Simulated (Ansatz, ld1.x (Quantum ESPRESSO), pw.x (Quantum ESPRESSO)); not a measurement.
# What a changed setting does to a pw.x run (bcc K)

Potential: ultrasoft, ld1.x (Quantum ESPRESSO) 7.5, PBE; core [Ne], reference 3s2 3p6 4s1 4p0; waves: 3s (bound): rcut 2.40, rcutus 2.60 bohr; 4s (bound): rcut 2.40, rcutus 2.60 bohr; 3p (bound): rcut 2.00, rcutus 3.06 bohr; 4p (bound, empty): rcut 2.00, rcutus 3.06 bohr; 3d channel at 0.4 Ry: rcut 2.50, rcutus 2.80 bohr; 3d channel at 0.95 Ry: rcut 2.50, rcutus 2.80 bohr; local part: all-electron potential smoothed inside 2.00 bohr (lloc = -2); core correction: none; augmentation: PSQ, radius 1.85 bohr.

The reference run (k-mesh 9³, cutoffs 40/320 Ry, Fermi–Dirac 0.01 Ry, mixing_beta 0.4, conv_thr 1e-9, no spin) gives 0.00 GPa at 74.315 Å³/atom, where all-electron LAPW gives -0.01 GPa. This run, with its own iteration cap, changes k-mesh points per axis to 2.

```
&control
  calculation='scf', prefix='x', pseudo_dir='./', outdir='./tmp', tstress=.true., disk_io='none'
/
&system
  ibrav=0, nat=1, ntyp=1, ecutwfc=40, ecutrho=320, nbnd=12,
  occupations='smearing', smearing='fd', degauss=0.01
/
&electrons
  conv_thr=1e-09, mixing_beta=0.4, electron_maxstep=60
/
ATOMIC_SPECIES
K 1.0 K.UPF
CELL_PARAMETERS angstrom
  -2.64853366 2.64853366 2.64853366
  2.64853366 -2.64853366 2.64853366
  2.64853366 2.64853366 -2.64853366
ATOMIC_POSITIONS crystal
K 0.0000 0.0000 0.0000
K_POINTS automatic
2 2 2 0 0 0
```

```bash
pw.x < K.scf.in > K.scf.out
```

Question: How does the run end?

Answer: It converges in 7 iterations; the free energy moves by +468.9 meV/atom and the pressure by +0.39 GPa.

```
Message from routine setup:
     using ibrav=0 with symmetry is DISCOURAGED, use correct ibrav instead
     lattice parameter (alat)  =       8.6689  a.u.
     unit-cell volume          =     501.5025 (a.u.)^3
     number of electrons       =         9.00
     number of Kohn-Sham states=           12
     kinetic-energy cutoff     =      40.0000  Ry
     charge density cutoff     =     320.0000  Ry
     scf convergence threshold =      1.0E-09
     Exchange-correlation= PBE
     number of k points=     3  Fermi-Dirac smearing, width (Ry)=  0.0100
     iteration #  1     ecut=    40.00 Ry     beta= 0.40
     total energy              =     -56.97450656 Ry
     estimated scf accuracy    <       0.00086653 Ry
     iteration #  2     ecut=    40.00 Ry     beta= 0.40
     total energy              =     -56.97441246 Ry
     estimated scf accuracy    <       0.00027863 Ry
     iteration #  3     ecut=    40.00 Ry     beta= 0.40
     total energy              =     -56.97442920 Ry
     estimated scf accuracy    <       0.00000172 Ry
     iteration #  4     ecut=    40.00 Ry     beta= 0.40
     total energy              =     -56.97443153 Ry
     estimated scf accuracy    <       0.00000013 Ry
     iteration #  5     ecut=    40.00 Ry     beta= 0.40
     total energy              =     -56.97443155 Ry
     estimated scf accuracy    <       0.00000020 Ry
     iteration #  6     ecut=    40.00 Ry     beta= 0.40
     total energy              =     -56.97443156 Ry
     estimated scf accuracy    <       0.00000002 Ry
     iteration #  7     ecut=    40.00 Ry     beta= 0.40
     the Fermi energy is     2.1593 ev
!    total energy              =     -56.97443157 Ry
     estimated scf accuracy    <          7.7E-10 Ry
     smearing contrib. (-TS)   =      -0.01490462 Ry
     The total energy is F=E-TS. E is the sum of the following terms:
     one-electron contribution =     -38.60798218 Ry
     hartree contribution      =      19.65605886 Ry
     xc contribution           =      -8.55928015 Ry
     ewald contribution        =     -29.44832348 Ry
     convergence has been achieved in   7 iterations
          total   stress  (Ry/bohr**3)                   (kbar)     P=        3.97
     Message from routine punch:
     Nothing written, as per user request (disk_io='none')
```

The run took about 4.7 s on one core of a shared host (Neoverse-V2, 32 threads, 247 GiB, load 22).
